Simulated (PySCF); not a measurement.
# CH2F (SMILES [CH2]F): UCCSD(T)/STO-3G

Aim: the energy change on altering one bond length of CH2F at UCCSD(T)/STO-3G, from 2 runs. 

The calculation is run with PySCF 2.14.0.

11 further runs of the same task are left out: 3 that didn't finish, 8 set aside as unsound or not needed.

**1. Starting point**

CH2F: 4 atoms, total charge 0, spin state doublet. As SMILES, `[CH2]F`. The coordinates come from a PBE0-D4/def2-TZVP relaxation.

Bond lengths: C1–F2 1.331 Å, C1–H3 1.082 Å, C1–H4 1.082 Å. Angles: F2–C1–H3 115.1°, F2–C1–H4 115.1°, H3–C1–H4 124.6°.

**2. The energy at UCCSD(T)/STO-3G**

File run.py:

```python
from pyscf import gto, scf, cc

system = gto.Mole()
system.atom = '''
C     -0.056881    -0.108848    -0.247743
F      1.795240     1.311470     0.688994
H     -1.789382     0.892518    -0.666128
H      0.051023    -2.095139     0.224877
'''
system.verbose = 3
system.spin = 1
system.unit = 'bohr'
system.max_memory = 1860
system.basis = 'sto-3g'
system.build()

mf = scf.UHF(system)
mf.conv_tol = 1e-10
mf.kernel()
if not mf.converged:
    mf = mf.newton().run(mf.mo_coeff, mf.mo_occ)

mycc = cc.CCSD(mf, frozen=2)
mycc.kernel()
e_t = mycc.ccsd_t()
etot = mycc.e_tot + e_t
print('E = %.10f Eh' % etot)
```

Launch:

```
$ OMP_NUM_THREADS=1 python run.py
```

The program printed:

```text
converged SCF energy = -136.533336866691  <S^2> = 0.76084556  2S+1 = 2.0108163
E(UCCSD) = -136.6104108556552  E_corr = -0.07707398896457775
UCCSD(T) correction = -0.00144172204651708
E = -136.6118525777 Eh
```

It took 0.77 s on 1 thread of Arm Neoverse V1, shared host; peak memory 0.1 GiB.

**3. The distorted shape, same level**

File input.py:

```python
from pyscf import gto, scf, cc

mol = gto.Mole()
mol.atom = '''
C       -0.041518       0.152578      -0.181110
F        0.938582       0.904178       0.314590
H       -0.958318       0.682478      -0.402510
H        0.027000      -1.108700       0.119000
'''
mol.max_memory = 1860
mol.verbose = 3
mol.charge = 0
mol.spin = 1
mol.basis = 'sto-3g'
mol.build()

calc0 = scf.UHF(mol)
calc0.conv_tol = 1e-10
calc0.kernel()
if not calc0.converged:
    calc0 = calc0.newton().run(calc0.mo_coeff, calc0.mo_occ)

mycc = cc.CCSD(calc0, frozen=2)
mycc.kernel()
e_t = mycc.ccsd_t()
etot = mycc.e_tot + e_t
print('Final energy', etot)
```

Launch:

```
$ OMP_NUM_THREADS=1 python input.py
```

The program printed:

```text
converged SCF energy = -136.506276984603  <S^2> = 0.76818442  2S+1 = 2.0181025
E(UCCSD) = -136.5926421589771  E_corr = -0.08636517437418163
UCCSD(T) correction = -0.00172975585417933
Final energy -136.59437191483124
```

Wall time 0.72 s (1 thread of Arm Neoverse V1, shared host); peak memory 0.1 GiB.

**4. Outcome**

At UCCSD(T)/STO-3G, 2 core orbitals frozen:

| quantity | value |
| --- | --- |
| first shape: total energy | -136.61185 Eh |
| first shape: dipole moment (Hartree–Fock density) | 0.91 D |
| first shape: HOMO energy (Hartree–Fock orbitals) (highest over α and β) | -8.43 eV |
| first shape: LUMO energy (Hartree–Fock orbitals) (lowest over α and β) | 8.72 eV |
| first shape: correlation energy (2 core orbitals frozen) | -78.5 mEh |
| first shape: (T) correction | -1.44 mEh |
| first shape: ⟨S²⟩ of the reference determinant | 0.761 |
| first shape: T1 diagnostic | 0.016 |
| distorted shape: total energy | -136.59437 Eh |
| distorted shape: dipole moment (Hartree–Fock density) | 0.90 D |
| distorted shape: HOMO energy (Hartree–Fock orbitals) (highest over α and β) | -8.30 eV |
| distorted shape: LUMO energy (Hartree–Fock orbitals) (lowest over α and β) | 8.89 eV |
| distorted shape: correlation energy (2 core orbitals frozen) | -88.1 mEh |
| distorted shape: (T) correction | -1.73 mEh |
| distorted shape: ⟨S²⟩ of the reference determinant | 0.768 |
| distorted shape: T1 diagnostic | 0.016 |
| energy change with the C1–H4 bond stretched from 1.082 to 1.298 Å | 0.476 eV |

**Reading.** With the C1–H4 bond stretched from 1.082 to 1.298 Å the energy rises by 0.48 eV (45.9 kJ/mol). The first shape isn't relaxed at this level, so the change isn't measured from a minimum. The minimal basis adds a large error of its own. Mulliken charges (first shape) of the mean-field density run from -0.14 on F2 to +0.06 on H3. The triples (first shape) make up 1.8 % of the correlation energy. Mulliken charges (distorted shape) of the mean-field density run from -0.14 on F2 to +0.06 on H3; they depend strongly on the basis. The triples (distorted shape) make up 2.0 % of the correlation energy.
